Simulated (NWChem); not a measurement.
# Correlation energy of water (H₂O)

```
O
H 1 0.9747
H 1 0.9747 2 102.04
```
Charge 0, spin multiplicity 1.

Everything below was run with NWChem. The geometry was optimised at PBE/def2-SVP, a minimum by its harmonic frequencies.

Basis set: cc-pVQZ. Each correlation energy counts from its own Hartree-Fock reference.

The correlated methods keep 1 core orbital frozen. No row is a measurement; the coupled-cluster row has its own basis-set and correlation limits.

Task: Order these methods by the correlation energy they give, lowest first: RI-MP2, CR-CCSD(T), CCSD(T), SCS-MP2, CCSD.

Result: CCSD(T) (-296.4 mHa), CR-CCSD(T) (-295.3 mHa), CCSD (-287.3 mHa), RI-MP2 (-284.3 mHa), SCS-MP2 (-283.1 mHa)
